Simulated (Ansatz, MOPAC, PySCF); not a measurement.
Molecule: singlet silylene, SiH2, net charge 0, singlet state. SMILES: [SiH2]
Geometry: optimised at B3LYP-D3(BJ)/def2-TZVP (Ansatz, a quantum-chemistry and plane-wave program).

Unscaled harmonic wavenumbers (cm⁻¹) in rising order, each level at the stationary point that it reaches from this structure (no distance between atoms moves by over 0.3 Å); the order of modes can differ between levels, and a negative number is imaginary. B3LYP-D3(BJ)/def2-TZVP (PySCF, at the structure above): 1021, 2033, 2034.

AM1 (MOPAC): 846, 2222, 2250. Zero-point energy 7.6 against 7.3 kcal/mol; where all levels lie over 400 cm⁻¹, the wavenumbers are on average 1.009 times those of B3LYP-D3(BJ)/def2-TZVP.

PM6 (MOPAC): 878, 1989, 2024. Zero-point energy 7.0 against 7.3 kcal/mol; where all levels lie over 400 cm⁻¹, the wavenumbers are on average 0.944 times those of B3LYP-D3(BJ)/def2-TZVP.

HF/6-31G* (Ansatz): 1130, 2207, 2218. Zero-point energy 7.9 against 7.3 kcal/mol; where all levels lie over 400 cm⁻¹, the wavenumbers are on average 1.094 times those of B3LYP-D3(BJ)/def2-TZVP.
